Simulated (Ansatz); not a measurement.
Two isomers of C4H5Cl: A = `CC=C=CCl`, B = `CC1=C(Cl)C1`.

Gas-phase electronic energies from Ansatz, PBE0-D4/def2-TZVP geometries. CCSD(T)/CBS adds triple-zeta CCSD(T) − MP2 to the extrapolated MP2 energy (def2 sets, frozen cores). DFT in def2-TZVPP. B3LYP here is the variant with VWN-RPA as its local correlation; programs differ in this.

Task: Which isomer does CCSD(T)/CBS put lower? Give the gap. (An estimate is asked.)

Result: The calculation gave: A, by 16.8 kcal/mol.

Task: Give E(B) − E(A) in kcal/mol with B2PLYP, HF/def2-TZVPP, B3LYP-D4, PBE-D4, CCSD(T)/def2-TZVPP, B3LYP, MP2/def2-TZVPP. (An estimate is asked.)

Result: Ansatz gave: B2PLYP 17.6, HF/def2-TZVPP 19.9, B3LYP-D4 19.0, PBE-D4 15.0, CCSD(T)/def2-TZVPP 16.7, B3LYP 19.4, MP2/def2-TZVPP 13.0. None reverses the order clearly.

Largest T1 diagnostic: 0.011.

From PBE to PBE0 (25 % exact exchange), in def2-TZVPP and without D4, E(B) − E(A) moves by −1.4 kcal/mol. In def2-TZVPP, CCSD(T) changes the Hartree–Fock value by −3.2 kcal/mol (the triples alone add −0.1 kcal/mol) and MP2 by −7.0 kcal/mol.
